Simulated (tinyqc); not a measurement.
Inside a calculation. Method: extended Hueckel theory, for LiF. One step of it, computed by the program tinyqc.

Task: Wolfsberg-Helmholz matrix. H_ij = K' S_ij (H_ii + H_jj)/2 for i != j (the diagonal keeps H_ii), with K' = K + D^2 + D^4 (1 - K), D = (H_ii - H_jj)/(H_ii + H_jj), K = 1.5.

overlap S, order 1Li 2s, 1Li 2px, 1Li 2py, 1Li 2pz, 2F 2s, 2F 2px, 2F 2py, 2F 2pz:
$$\begin{pmatrix}
1.000000 & 0.000000 & 0.000000 & 0.000000 & 0.281238 & 0.000000 & 0.000000 & -0.068504 \\
0.000000 & 1.000000 & 0.000000 & 0.000000 & 0.000000 & 0.142929 & 0.000000 & 0.000000 \\
0.000000 & 0.000000 & 1.000000 & 0.000000 & 0.000000 & 0.000000 & 0.142929 & 0.000000 \\
0.000000 & 0.000000 & 0.000000 & 1.000000 & 0.419023 & 0.000000 & 0.000000 & -0.068740 \\
0.281238 & 0.000000 & 0.000000 & 0.419023 & 1.000000 & 0.000000 & 0.000000 & 0.000000 \\
0.000000 & 0.142929 & 0.000000 & 0.000000 & 0.000000 & 1.000000 & 0.000000 & 0.000000 \\
0.000000 & 0.000000 & 0.142929 & 0.000000 & 0.000000 & 0.000000 & 1.000000 & 0.000000 \\
-0.068504 & 0.000000 & 0.000000 & -0.068740 & 0.000000 & 0.000000 & 0.000000 & 1.000000
\end{pmatrix}$$

diagonal H_ii (eV): 1Li 2s -5.400000, 1Li 2px -3.500000, 1Li 2py -3.500000, 1Li 2pz -3.500000, 2F 2s -40.000000, 2F 2px -18.100000, 2F 2py -18.100000, 2F 2pz -18.100000

K = 1.500000

Give: H.

Result:

H (eV), order 1Li 2s, 1Li 2px, 1Li 2py, 1Li 2pz, 2F 2s, 2F 2px, 2F 2py, 2F 2pz:
$$\begin{pmatrix}
-5.4000 & 0.0000 & 0.0000 & 0.0000 & -12.2073 & 0.0000 & 0.0000 & 1.4081 \\
0.0000 & -3.5000 & 0.0000 & 0.0000 & 0.0000 & -2.8596 & 0.0000 & 0.0000 \\
0.0000 & 0.0000 & -3.5000 & 0.0000 & 0.0000 & 0.0000 & -2.8596 & 0.0000 \\
0.0000 & 0.0000 & 0.0000 & -3.5000 & -17.8284 & 0.0000 & 0.0000 & 1.3753 \\
-12.2073 & 0.0000 & 0.0000 & -17.8284 & -40.0000 & 0.0000 & 0.0000 & 0.0000 \\
0.0000 & -2.8596 & 0.0000 & 0.0000 & 0.0000 & -18.1000 & 0.0000 & 0.0000 \\
0.0000 & 0.0000 & -2.8596 & 0.0000 & 0.0000 & 0.0000 & -18.1000 & 0.0000 \\
1.4081 & 0.0000 & 0.0000 & 1.3753 & 0.0000 & 0.0000 & 0.0000 & -18.1000
\end{pmatrix}$$
